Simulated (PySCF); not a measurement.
Peak assignment

Cartesian coordinates in Å; atom numbers follow the order of the lines, from 1:
```xyz
10

C     2.2339   -0.2155   -0.4716
C     1.1196    0.1949   -0.2950
C    -0.2387    0.6619   -0.0725
C    -1.1859   -0.4556    0.3561
H     3.2228   -0.5759   -0.6281
H    -0.6062    1.1318   -0.9906
H    -0.2211    1.4492    0.6882
H    -1.2313   -1.2371   -0.4038
H    -0.8496   -0.9119    1.2883
H    -2.1932   -0.0628    0.5079
```

PySCF 2.14.0 with density-fitted response routines calculation with B97-2/pcSseg-2 with gauge-including orbitals and coordinates at the PBE0-D3(BJ)/def2-TZVP level; a single conformation, equivalent nuclei averaged, non-relativistic Hamiltonian, no solvent model.

References, each an isolated molecule treated in the same way: ¹³C (σref 185.38), ¹H (σref 31.64) vs TMS.

(1) Assign these signals to the numbered atoms. ¹³C{¹H} NMR (computed): δ 89.9, 71.8, 16.9, 16.2.

(2) Assign these signals to the numbered atoms. ¹H NMR (600 MHz, computed): δ 2.25 (m, 2H), 1.53 (t, 1H), 1.14 (t, 3H).

## Answers

(1) 
```tsv
δ (ppm)	atoms	environment	reason
89.9	C2	alkyne carbon	sp carbons lie upfield of alkene carbons because the cylindrical π system leaves one tensor component strongly shielded
71.8	C1	terminal alkyne carbon	the triple bond shields along its axis, which puts it between sp3 and sp2 carbons
16.9	C4	methyl carbon	saturated and bonded to C and H only
16.2	C3	propargylic sp3 CH2	saturated and bonded to C and H only
```

C4 and C3 lie closer than the usual error of such a calculation, so a measured spectrum could show them in the other order.

(2) 
2.25 → H6/H7, hydrogen on a propargylic sp3 CH2
1.53 → H5, hydrogen on a terminal alkyne carbon: it lies on the axis of the triple bond, in its shielding cone
1.14 → H8/H9/H10, hydrogen on a methyl carbon

Shifts are as computed. Against solution values, carbons near 30 ppm lie about +3 ppm off and those near 130 ppm about +7 ppm. Of 1211 compounds with measured shifts, 218 miss one by over three times the rms of a fit or turn the order of signals round; such compounds aren't used in these exercises. Multiplicities follow the n + 1 count of equivalent neighbours, as no J values were calculated; m marks all less simple cases, F and P coupling included.
